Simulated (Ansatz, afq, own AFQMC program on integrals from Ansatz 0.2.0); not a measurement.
CH4 + H, doublet in cc-pVTZ along one coordinate

```
atom    x (Å)    y (Å)    z (Å)
   C  -0.1250   0.0000   0.0000
   H  -0.4882   1.0273   0.0000
   H  -0.4882  -0.5137   0.8897
   H  -0.4882  -0.5137  -0.8897
   H   0.9646   0.0000   0.0000
   H   1.9890   0.0000   0.0000
```

A hydrogen atom is moved from one rigid fragment to the other; the C1–H5 distance tells how far. The two fragments are held close together, so this isn't a minimum-energy path and the start is a compressed complex. Energies in kJ/mol count from this geometry (1.090 Å) at the same level; the start stands on UHF, each point on the determinant named.

Basis cc-pVTZ. Noble-gas cores (and the filled d shells of Ga–Kr and In–Xe) are frozen. Integrals, coupled cluster, full CI and functionals: Ansatz 0.2.0; the random walks run on the same integrals in our own AFQMC program. ph-AFQMC/CISD is guided by a CISD state made of CCSD amplitudes; releasing the constraint for a short imaginary time cuts its bias at the price of noise, slowly where states lie close. Uncertainties: one standard error, sampling alone.

Cautions, each for one point or more: the ph-AFQMC/CISD walk drifts between its halves.

```csv
r(C1–H5) / Å,det.,T1,weight,⟨S²⟩,PBE0,HF,CCSD(T)
1.169,UHF,0.011,0.92,0.77,1.2,8.7,3.3
1.209,UHF,0.012,0.92,0.77,4.9,14.7,7.6
1.249,UHF,0.013,0.92,0.78,9.8,20.4,12.6
1.289,UHF,0.013,0.91,0.78,15.7,25.4,18.1
1.369,UHF,0.013,0.92,0.77,31.9,35.1,31.9
```

**Question.** Estimate the curve of CCSDT(Q), counted from the same start.

**Answer.** 
```
r(C1–H5) / Å  det.     T1  weight  ⟨S²⟩  CCSDT(Q)  ph-AFQMC/CISD  released AFQMC
       1.169   UHF  0.011    0.92  0.77       3.2      3.5 ± 0.7       3.6 ± 0.8
       1.209   UHF  0.012    0.92  0.77       7.4      7.2 ± 0.6       7.6 ± 0.9
       1.249   UHF  0.013    0.92  0.78      12.4     12.3 ± 0.6      13.5 ± 0.8
       1.289   UHF  0.013    0.91  0.78      17.8     17.8 ± 0.6      18.5 ± 0.8
       1.369   UHF  0.013    0.92  0.77      31.6     31.5 ± 0.6      32.1 ± 0.8
```

Weight is that of the determinant in the CISD state; at the start T1 is 0.010 and the weight 0.92, and ⟨S²⟩ is 0.76. Largest departures from CCSDT(Q), at the points where its series has closed: CCSD(T) 0.3 kJ/mol at 1.369 (on UHF), ph-AFQMC/CISD 0.3 kJ/mol at 1.169 (on UHF) (within the noise), released AFQMC 1.1 kJ/mol at 1.249 (on UHF) (within the noise), PBE0 -2.6 kJ/mol at 1.249, HF 8.0 kJ/mol at 1.249 (on UHF). Functionals count only at points shown to share the start's state and spin.

A walk keeps the symmetry of its determinant, which the program's search chose and which needn't be the lowest solution, so a lower state of the same spin and another symmetry isn't excluded. Released energies are given only where the last usable release times agree within the noise; a slower fall can still hide under it.
